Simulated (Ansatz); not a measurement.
# HF/STO-3G run of CH4Si (SMILES C[SiH])

Aim: the energy change on altering one bond length of CH4Si at HF/STO-3G, from 2 runs. 

Program for the calculation: Ansatz 0.2.0.

44 further runs of the same task are left out: 44 set aside as unsound or not needed.

## (1) The structure to begin with

CH4Si has 6 atoms, charge 0, and is taken as a singlet. SMILES: `C[SiH]`. Geometry: relaxed at PBE0-D4/def2-TZVP.

Bond lengths: C1–Si2 1.892 Å, C1–H3 1.098 Å, C1–H4 1.091 Å, C1–H5 1.098 Å, Si2–H6 1.531 Å. Angles: C1–Si2–H6 94.2°, Si2–C1–H3 109.7°, Si2–C1–H4 113.8°, Si2–C1–H5 109.5°, H3–C1–H4 109.0°, H3–C1–H5 105.5°, H4–C1–H5 109.0°.

## (2) A single-point energy at HF/STO-3G

Contents of run.yaml:

```yaml
crystal:
  periodic: [false, false, false]
  atoms:
    - {symbol: C, position_ang: [-0.093500, -0.366000, -0.370300]}
    - {symbol: Si, position_ang: [0.917300, 0.209800, 1.122300]}
    - {symbol: H, position_ang: [-1.156900, -0.410100, -0.102200]}
    - {symbol: H, position_ang: [0.215000, -1.335600, -0.763000]}
    - {symbol: H, position_ang: [-0.024000, 0.382000, -1.170800]}
    - {symbol: H, position_ang: [0.142200, 1.520000, 1.284000]}
basis:
  gaussian: {orbitals: STO-3G}
hamiltonian: {xc: hf}
accuracy: high
output: {orbitals: {seedname: orbitals}}
```

Launch:

```console
$ ansatz run run.yaml --threads 1 --pin off --max-ram 3480MiB --events-out events.jsonl --progress --plain --runs-dir runs
```

The log of the run:

```text
Warning: RAYON_NUM_THREADS=1 ignored (pool sized by the plan → 1); use --threads N
Functional definition: HF
  name "HF"
  exchange = exact_x
  correlation = 0
311 factors; integrals over basis functions are off by at most 1.2e-8 eV
mean field evaluation 1: about -8850.5024 eV, gradient 8.1e0 eV
mean field evaluation 2: about -8850.5579 eV, gradient 8.0e0 eV
mean field evaluation 4: about -8850.8734 eV, gradient 4.3e-1 eV
mean field evaluation 8: about -8850.8737 eV, gradient 7.0e-7 eV
mean field -8850.87368916 eV, -325.2636087388 hartree, gradient 7.3e-8 eV, S^2 0.000000; 0 other end points of the search recorded, 0 dependent functions left out
reference -8850.87368916 eV, -325.2636087388 hartree; 12, 12 occupied and 6, 6 virtual orbitals, 311 factors
Total energy: -8850.87368916 eV, -325.2636087388 hartree
```

It took 0.1 s on 1 thread of Arm Neoverse V2, shared host.

## (3) The distorted shape

Contents of in.yaml:

```yaml
crystal:
  periodic: [false, false, false]
  atoms:
    - symbol: C
      position_ang: [1.182545, -0.313081, -0.692011]
    - symbol: Si
      position_ang: [2.193345, 0.262719, 0.800589]
    - symbol: H
      position_ang: [-1.156900, -0.410100, -0.102200]
    - symbol: H
      position_ang: [1.491045, -1.282681, -1.084711]
    - symbol: H
      position_ang: [1.252045, 0.434919, -1.492511]
    - symbol: H
      position_ang: [1.418245, 1.572919, 0.962289]
basis:
  gaussian:
    orbitals: STO-3G
magnetization:
  spin_polarized: false
  initial_magnetization: 0
accuracy: high
output: {orbitals: {seedname: orbitals}}
hamiltonian:
  xc: hf
```

Launch:

```console
$ ansatz run in.yaml --threads 1 --pin off --max-ram 3480MiB --events-out events.jsonl --progress --plain --runs-dir runs
```

The log of the run:

```text
Warning: RAYON_NUM_THREADS=1 ignored (pool sized by the plan → 1); use --threads N
[... 4 set-up lines as earlier in the session ...]
309 factors; integrals over basis functions are off by at most 1.2e-8 eV
mean field evaluation 1: about -8838.9204 eV, gradient 1.7e1 eV
mean field evaluation 2: about -8838.9634 eV, gradient 1.7e1 eV
mean field evaluation 4: about -8842.1485 eV, gradient 3.4e0 eV
mean field evaluation 8: about -8842.2840 eV, gradient 3.7e-2 eV
mean field evaluation 16: about -8831.7574 eV, gradient 3.8e1 eV
mean field -8842.27998589 eV, -324.9477959688 hartree, gradient 1.3e-8 eV, S^2 0.000000; 0 other end points of the search recorded, 0 dependent functions left out
reference -8842.27998589 eV, -324.9477959688 hartree; 12, 12 occupied and 6, 6 virtual orbitals, 309 factors
Total energy: -8842.27998589 eV, -324.9477959688 hartree
```

Wall time 0.1 s (1 thread of Arm Neoverse V2, shared host).

## (4) Results

At HF/STO-3G:

| quantity | value |
| --- | --- |
| first shape: total energy | -325.26361 Eh |
| first shape: HOMO energy | -6.03 eV |
| first shape: LUMO energy | 6.15 eV |
| first shape: HOMO–LUMO gap | 12.19 eV |
| distorted shape: total energy | -324.94780 Eh |
| distorted shape: HOMO energy | -5.10 eV |
| distorted shape: LUMO energy | 3.30 eV |
| distorted shape: HOMO–LUMO gap | 8.40 eV |
| energy change with the C1–H3 bond stretched from 1.098 to 2.415 Å | 8.594 eV |

**Reading.** One bond (distorted shape) is far stretched, which a spin-restricted single reference describes badly; a broken-symmetry solution may lie lower. With the C1–H3 bond stretched from 1.098 to 2.415 Å the energy rises by 8.59 eV (829 kJ/mol). The first shape isn't relaxed at this level, so the change isn't measured from a minimum. A restricted reference can't describe the breaking bond well at this length. The minimal basis adds a large error of its own.
